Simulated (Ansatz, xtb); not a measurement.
Species: Si₂H₆, net charge 1, doublet state. 
Coordinates optimised at B3LYP-D3(BJ)/def2-TZVP (Ansatz, a program for electronic structure):
```xyz
8

Si     0.0012     0.0018     1.3865
Si    -0.0012    -0.0018    -1.3865
H      0.0004     1.4590     1.5858
H     -1.2599    -0.7273     1.5897
H      1.2637    -0.7255     1.5875
H     -0.0274    -1.4588    -1.5858
H     -1.2499     0.7489    -1.5876
H      1.2732     0.7037    -1.5897
```
Charge +1, spin multiplicity 2.

Harmonic wavenumbers from GFN2-xTB (xtb, at its own minimum), cm⁻¹: 51, 165, 284, 285, 292, 294, 656, 697, 697, 701, 702, 711, 2316, 2330, 2342, 2344, 2357, 2360.

### Question
Give the harmonic wavenumbers at B3LYP-D3(BJ)/def2-TZVP (Ansatz, finite differences of forces, unscaled).

### Answer
101, 200, 249, 249, 339, 339, 724, 789, 924, 924, 933, 933, 2255, 2257, 2313, 2313, 2320, 2320 cm⁻¹. Zero-point energy 29.3 kcal/mol.

### Question
From these and the geometry, give the ideal-gas thermochemistry at 298.15 K and 1 atm (rigid rotor, harmonic oscillator).

### Answer
Point group D3, rotational symmetry number 6. Rotational constants 39.36, 3.898, 3.898 GHz. S(trans) 38.30, S(rot) 20.24, S(vib) 12.47, S(elec, spin only) 1.38, S 72.4 cal/(mol K). H(298) - H(0) 4.50 kcal/mol; G - E(el) 12.2 kcal/mol.
